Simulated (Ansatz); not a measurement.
Reaction (formal exchange of groups at a C–C bond): `CCCCCS` + `NCS` → `NC(S)CS` + `CCCC`

Gas-phase electronic energies from Ansatz, PBE0-D4/def2-TZVP geometries. CCSD(T)/CBS is the MP2 limit (def2-TZVPP, def2-QZVPP) plus CCSD(T) − MP2 in def2-TZVPP, frozen cores. Functionals use def2-TZVPP. B3LYP here is the variant with VWN-RPA as its local correlation; programs differ in this. Each species was taken in one conformer, which may not be the lowest.

`CCCCCS`:

Z-matrix (Å, degrees):
```
C
C 1 1.519
H 1 1.094 2 110.9
H 1 1.092 2 111.7 3 120.1
H 1 1.094 2 111.1 3 -119.5
C 2 1.520 1 112.5 3 59.4
H 2 1.095 1 109.0 3 -62.5
H 2 1.097 1 109.7 3 -178.5
C 6 1.521 2 114.4 1 175.4
H 6 1.095 2 109.1 1 -61.9
H 6 1.096 2 109.0 1 53.9
C 9 1.520 6 115.5 2 59.9
H 9 1.096 6 109.3 2 -177.1
H 9 1.098 6 109.4 2 -61.3
S 12 1.814 9 115.2 6 57.6
H 12 1.091 9 110.6 6 -178.6
H 12 1.093 9 111.0 6 -60.3
H 15 1.343 12 96.8 9 61.2
```

`NCS`:

```xyz
8

N     0.141    0.358    1.071
C     0.229    0.261   -0.367
S     0.531   -1.431   -0.936
H     0.046    1.327    1.355
H    -0.663   -0.148    1.420
H     1.102    0.826   -0.703
H    -0.638    0.641   -0.922
H    -0.749   -1.834   -0.918
```

`NC(S)CS`:

```xyz
12

N    -0.359   -0.840    1.617
C     0.174    0.095    0.655
S    -0.858    1.589    0.809
C     0.206   -0.462   -0.765
S     0.988    0.581   -2.021
H    -1.260   -1.195    1.321
H     0.268   -1.624    1.747
H     1.190    0.358    0.961
H    -0.256    2.274   -0.178
H     0.799   -1.383   -0.755
H    -0.804   -0.724   -1.088
H    -0.088    1.332   -2.303
```

`CCCC`:

Cartesian coordinates in Å:
```
C 0.822 -0.351 -1.729
C 0.006 -0.596 -0.472
C -0.005 0.595 0.473
C -0.823 0.352 1.729
H 1.865 -0.129 -1.485
H 0.815 -1.221 -2.391
H 0.429 0.499 -2.294
H 0.399 -1.471 0.059
H -1.026 -0.847 -0.745
H -0.396 1.471 -0.058
H 1.027 0.845 0.747
H -0.433 -0.500 2.294
H -1.866 0.132 1.483
H -0.814 1.221 2.391
```

(1) Is it downhill or uphill in electronic energy at CCSD(T)/CBS, and by how much? (Best estimate.)

(2) What do these levels give: PBE-D4, revPBE-D4, PBE0-D4, B3LYP-D4, BHLYP-D4, ωB97M-V, B2PLYP, BLYP, BHLYP, RPA@PBE/def2-TZVPP, CCSD/def2-SVP, CCSD(T)/def2-SVP? (An estimate is asked.)

Largest T1 diagnostic among the species: 0.011.

Answers

(1) Computed: Downhill: ΔE = -3.3 kcal/mol.

(2) Computed: PBE-D4 -3.5, revPBE-D4 -3.6, PBE0-D4 -3.0, B3LYP-D4 -3.1, BHLYP-D4 -2.8, ωB97M-V -2.9, B2PLYP -3.1, BLYP -3.0, BHLYP -2.5, RPA@PBE/def2-TZVPP -2.5, CCSD/def2-SVP -3.6, CCSD(T)/def2-SVP -3.9 kcal/mol.

In def2-TZVPP, CCSD(T) changes the Hartree–Fock value by −1.2 kcal/mol (the triples alone add −0.4 kcal/mol) and MP2 by −1.7 kcal/mol. Leaving LDA and LC-ωPBE aside and taking each functional with its dispersion term where it has one, the values, not all of them listed here, spread over 0.9 kcal/mol, from r2SCAN-D4 to ωB97X-V. LDA lies −1.0 kcal/mol from PBE without D4.
